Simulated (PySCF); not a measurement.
Gas-phase reaction: PO + H₂O₂ → HPO₃ + H

Energies from PySCF, thermal terms from the rigid-rotor harmonic-oscillator model, ideal gas at 1 bar. S°(298 K) at PBE0/def2-TZVP differs from the NASA 1993 table for H₂O₂ (-8 J/mol/K); whether the harmonic model or the table's entry is off was not settled. † marks an energy on the PBE0/def2-TZVP geometry and frequencies; other levels use their own. MP2 freezes the core. 6-31G* has spherical d functions here. Open shells (unrestricted): PO (multiplicity 2, electronic degeneracy 4), H (multiplicity 2); the rest are closed-shell singlets. Spin-orbit splitting is ignored; it lowers the true energy and changes the entropy of PO. No R ln 2 is added for the mirror-image form of H₂O₂. HPO₃: computed as isolated molecules; such fragments, hydroxides, amides, oligomers or adducts are transient or little studied in the gas. MP2 isn't extrapolated to the basis-set limit; its ΔH°(298 K) is -286.5 kJ in def2-SVP and -362.2 kJ in def2-TZVPP. The harmonic model lacks anharmonicity and excited electronic states, which grow with temperature; levels with a mode under 35 cm⁻¹ are left out. Internal rotation in H₂O₂, HPO₃ is treated as a harmonic vibration of one conformer, which makes the entropy rough.

```
level               ΔE electronic, kJ  ΔH°(298 K), kJ  ΔS°(298 K), J/K  ΔG°(1000 K), kJ
------------------  -----------------  --------------  ---------------  ---------------
HF/6-31G*                        -284            -303              -58             -252
M06-2X/def2-TZVP†                -311            -329              -57             -279
MP2/def2-SVP†                    -269            -287              -57             -237
PBE0/def2-QZVP†                  -304            -322              -57             -272
r2SCAN/def2-TZVP†                -323            -340              -57             -290
LDA/def2-TZVP†                   -324            -342              -57             -292
ωB97X-V/def2-TZVP†               -305            -322              -57             -272
```
ΔH° is lowest at LDA/def2-TZVP† and highest at MP2/def2-SVP†. No reference value is set beside these.
